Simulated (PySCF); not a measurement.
# BH5N (H2B ... H3N+): the cost of one run

Programs: PySCF 2.14.0, with routines of our own; each step states its level. All values are computed. Atoms count from 0.

### 1 The system as given

7 atoms, charge 1, high-spin multiplicity 3; geometry from: GFN2-xTB fragments, placed rigidly.

The system (radical pair): H2B···H3N+. The radical centres are 3.26 Å apart, tilted by 45 degrees; the spin sites are atoms 0, 1, 2 (1 unpaired) and atoms 3, 4, 5, 6 (1 unpaired).

### 2 Magnetic exchange: CASSCF and SC-NEVPT2/def2-TZVP (2,2)

What the job is given:

```
{"job": {"kind": "cas", "basis": "def2-TZVP", "active": "magnetic", "zfs": true}, "charge": 1, "high_spin_multiplicity": 3, "spin_sites": [[[0, 1, 2], 1], [[3, 4, 5, 6], 1]]}
B     -0.800000     0.144300    -1.682800
H      0.243500    -0.360700    -1.682800
H     -1.843600    -0.360700    -1.682800
N      0.600000     0.144300     1.262200
H      0.324600    -0.625400     1.885500
H      0.075500     1.028400     1.274300
H      1.400000     0.030000     0.626500
```

Method: CASSCF and SC-NEVPT2/def2-TZVP spin states, gas phase.

Launch:

```
$ OMP_NUM_THREADS=1 python exch_run.py task.json out
```

This one command runs all jobs of the session in turn.

**Question.** How long does this first job take on 1 thread of Arm Neoverse V1, shared host?

About 2 s.
